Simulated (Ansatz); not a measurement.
## hcp Zr

Calculation: r²SCAN (Ansatz, a program for electronic structure, PAW).

Settings: plane-wave cutoff 500 eV, 4×4×3 k mesh (along the axes of the cell as run), Fermi–Dirac smearing 0.1 eV, cell of 96 sites, scalar-relativistic PAW data made under PBE.

Cell: relaxed at this level.

- vacancy formation energy = 2.31 eV
- vacancy formation energy before relaxation = 2.43 eV

Note: energies are extrapolated to zero smearing, and mesh and cell size move such values by some hundredths of an eV or more.

Static lattice: no zero-point or thermal effects.
